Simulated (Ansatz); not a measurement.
Cost and result for the atomization energy of C4H8O2 (`C=C(OC)OC`) (14 atoms, 13 bonds).

```xyz
14

C    -0.499    0.095    1.753
C     0.135   -0.057    0.588
O    -0.378    0.129   -0.639
C    -1.728    0.528   -0.709
O     1.422   -0.434    0.547
C     2.052   -0.581   -0.711
H    -1.531    0.396    1.807
H     0.044   -0.091    2.667
H    -1.962    0.628   -1.768
H    -1.878    1.487   -0.205
H    -2.380   -0.225   -0.255
H     3.073   -0.887   -0.488
H     1.565   -1.347   -1.319
H     2.065    0.359   -1.268
```

Charge 0, multiplicity 1. The structure was optimised at the PBE0-D4/def2-TZVP level. It is one conformer, not always the lowest. Program: Ansatz. All runs use 2 threads of an AMD EPYC 7R13 on a shared host and a share of an NVIDIA H100 80 GB. Times are those of one run each, without the atoms' runs, and a repeat can differ threefold. Electronic energies, without spin–orbit coupling; frozen cores. CCSD(T)/CBS adds CCSD(T) − MP2 in def2-TZVPP to the MP2 limit, and its time is that of the two runs behind it. T1 = 0.012. B3LYP takes the VWN-RPA correlation (the form of Gaussian; ORCA's B3LYP/G). HSE06 is the plane-wave form, built on full-range PBE exchange.

CCSD(T)/CBS is a level of theory with its own doubt, some kJ/mol a heavy atom from the limit and from the frozen cores, so smaller differences don't rank the functionals.

| level | functions | wall time | atomization (kcal/mol) | difference from CCSD(T)/CBS | per bond |
| --- | --- | --- | --- | --- | --- |
| BLYP-D4/def2-TZVPP | 298 | 1.9 s | 1346.7 | 4.9 | 0.4 |
| HSE06-D4/def2-TZVPP | 298 | 2.4 s | 1352.5 | 10.7 | 0.8 |
| PBE0-D4/def2-TZVPP | 298 | 2.6 s | 1351.3 | 9.5 | 0.7 |
| B97M-V/def2-TZVPP | 298 | 2.7 s | 1344.4 | 2.6 | 0.2 |
| B2PLYP/def2-TZVPP | 298 | 2.7 s | 1330.7 | -11.1 | -0.9 |
| B3LYP-D4/def2-TZVPP (with forces) | 298 | 2.8 s | 1344.4 | 2.6 | 0.2 |
| CCSD(T)/def2-SVP | 124 | 2.8 s | 1282.5 | -59.3 | -4.6 |
| CAM-B3LYP-D4/def2-TZVPP | 298 | 2.9 s | 1351.8 | 10.0 | 0.8 |
| PBE-D4/def2-TZVPP (with forces) | 298 | 2.9 s | 1382.1 | 40.3 | 3.1 |
| r2SCAN-D4/def2-TZVPP (with forces) | 298 | 3.1 s | 1349.0 | 7.2 | 0.6 |
| MP2/def2-QZVPP | 582 | 4.3 s | 1353.8 | 12.0 | 0.9 |
| CCSD(T)/def2-TZVPP | 298 | 6.5 s | 1308.8 | -33.0 | -2.5 |
| CCSD(T)/CBS(def2) | – | 11 s | 1341.8 | 0.0 | 0.0 |

The D4 term adds +9.4 kcal/mol with B3LYP and +5.0 kcal/mol with PBE0; it sums over pairs of atoms, weighted by their polarisabilities, and B3LYP, whose exchange is more repulsive, gets the larger term. From BLYP to BHLYP (50 % exact exchange), in def2-TZVPP and without D4, the atomization energy moves by −42.4 kcal/mol: exact exchange takes away binding that semilocal exchange gives to molecules. In def2-TZVPP, CCSD(T) changes the Hartree–Fock value by +346.3 kcal/mol (the triples alone add +21.6 kcal/mol) and MP2 by +371.8 kcal/mol; breaking electron pairs costs correlation energy, which Hartree–Fock lacks.
